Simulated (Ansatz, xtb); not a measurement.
## CH2AlN−: which of two structures lies lower

We compare a, a doublet given by its coordinates, with b, a doublet given by its coordinates. Both are isolated ions in the gas phase, relaxed with PBE-D3(BJ)/def2-SVPD.

a (Å):

```xyz
5

C     1.8754   -0.4673    0.3817
Al   -0.9817    0.0504   -0.7414
N     0.7708   -0.2542   -0.0015
H    -1.2949    1.6465   -0.5634
H    -2.0137   -0.9133    0.0852
```

Close contacts (Å): C1–N3 1.19, Al2–N3 1.93, Al2–H4 1.64, Al2–H5 1.64.

b (Å):

```xyz
5

C    -2.7559    2.5589   -0.3514
Al   -3.3616    0.3767   -0.4226
N    -2.4923    1.9733   -1.3734
H    -4.6349   -0.0277   -1.3561
H    -2.1818   -0.7426   -0.3139
```

Close contacts (Å): C1–Al2 2.27, C1–N3 1.21, Al2–N3 2.05, Al2–H4 1.63, Al2–H5 1.63.

Energies in hartree; the thermal terms are from PBE-D3(BJ)/def2-SVPD harmonic frequencies (ideal gas, rigid rotor, one conformer each, 298.15 K, 1 atm) and include the zero-point energy:

|  | a | b |
| --- | --- | --- |
| E, CCSD(T)/def2-SVPD | −335.670785 | −335.646184 |
| E, MP2/def2-SVPD | −335.629630 | −335.604465 |
| E, MP2/def2-TZVPPD | −335.880925 | −335.857922 |
| zero-point energy | 0.018701 | 0.017949 |
| H(298 K) − E | 0.024314 | 0.023756 |
| G(298 K) − E | −0.007943 | −0.009050 |

**Question.** Correct the CCSD(T) difference for the basis set by the MP2 change, then work out ΔE, ΔE₀, ΔH and ΔG for a → b in kcal/mol (1 Eh = 627.51 kcal/mol) and the equilibrium ratio [b]/[a].

**Answer.** 1. Differences b − a: CCSD(T) +0.024601, MP2 in the small set +0.025165, MP2 in the large set +0.023003 Eh.
2. ΔE = +0.024601 + (+0.023003 − (+0.025165)) = +0.022439 Eh = +14.08 kcal/mol.
3. ΔE₀ = ΔE + ΔZPE = +0.022439 + (−0.000752) Eh = +13.61 kcal/mol.
4. ΔH = ΔE + (−0.000558) Eh = +13.73 kcal/mol.
5. ΔG = ΔE + (−0.001107) Eh = +13.39 kcal/mol, so ΔS = (ΔH − ΔG)/T = +4.8 J/(mol K).
6. kT = 0.9442 mEh, so K = [b]/[a] = exp(−ΔG/kT) = exp(−22.59) ≈ 1.5 × 10^−10.

Structure a is favoured at this temperature. An error of 1 kcal/mol in ΔG would change K by a factor of 5.4. Mirror images and further conformers aren't counted.

Other levels gave ΔE = +5.0 (GFN2-xTB); +20.0 (HF/STO-3G, GFN2-xTB geometries); +15.9 (r2SCAN-D4/def2-SVPD, GFN2-xTB geometries); +12.0 (PBE-D3(BJ)/def2-SVPD); +19.3 (HF/def2-SVPD); +15.8 (MP2/def2-SVPD); +15.4 (CCSD(T)/def2-SVPD) kcal/mol. Open shells are spin-unrestricted. The correlated steps freeze 7 core orbitals. Programs: Ansatz 0.2.0, xtb 6.7.1.
